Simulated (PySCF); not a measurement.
# TDDFT excited states: [C5H7O]+

Species: C5H7O (charge +1).
Numbering: `[CH3:1][O:2][CH2:3][c+:4]1[cH:5][cH:6]1` (hydrogens: H7, H8, H9 on C1; H10, H11 on C3; H12 on C5; H13 on C6)

Theory: TDDFT PBE0/def2-SVPD, vertical, gas phase, core orbitals frozen in the response in PySCF 2.14.0, density-fitted response routines. Isolated species at its PBE0-D3(BJ)/def2-SVP geometry (one conformer only). Torsions of this conformer, `[CH3:1][O:2][CH2:3][c+:4]1[cH:5][cH:6]1`: C1–O2–C3–C4 -179°, O2–C3–C4–C5 0°.

Question: List the vertical singlet excitations with oscillator strengths and describe the spectrum.

Answer: 

| state | E (eV) | λ (nm) | f | symmetry | main configurations (H = HOMO, L = LUMO) |
| --- | --- | --- | --- | --- | --- |
| S1 | 4.10 | 302.2 | 0.0003 | – | H→L (87%), H→L+1 (12%) |
| S2 | 4.24 | 292.1 | 0.020 | A′ | H→L+1 (87%), H→L (12%) |
| S3 | 5.73 | 216.4 | 0.0002 | – | H-1→L (84%), H-1→L+1 (15%) |
| S4 | 5.82 | 213.2 | 0.0008 | – | H-1→L+1 (84%), H-1→L (15%) |
| S5 | 7.03 | 176.2 | 0.0000 | – | H-3→L (39%), H-2→L (32%), H-6→L (19%) |
| S6 | 7.33 | 169.1 | 0.0001 | – | H-3→L+1 (37%), H-2→L+1 (30%), H-4→L (12%) |

The lowest singlet lies at 4.10 eV (302 nm, ultraviolet) and is dark (f under 0.0005); its leading configuration is HOMO→LUMO (87%). The strongest level in the table is S2 at 4.24 eV (292 nm, f = 0.020). Löwdin shares by element: HOMO oxygen 57%, carbon 21% or more, hydrogen 6% or more (atoms not listed hold the other 15%); LUMO carbon 90% or more, hydrogen 6% or more. Of the 6 states listed, 1 reaches f = 0.01 and 4 stay under 0.0005. The listed states span 3.23 eV, and the widest gap between neighbours is 1.48 eV (S2 to S3). Weighted by f, the mean energy of these states is 4.33 eV. Symmetry labels in Cs follow from the direction of the transition dipole and are given only for states with f of 0.002 or more. Only the lowest 6 singlets were computed, as vertical energies without vibronic structure.
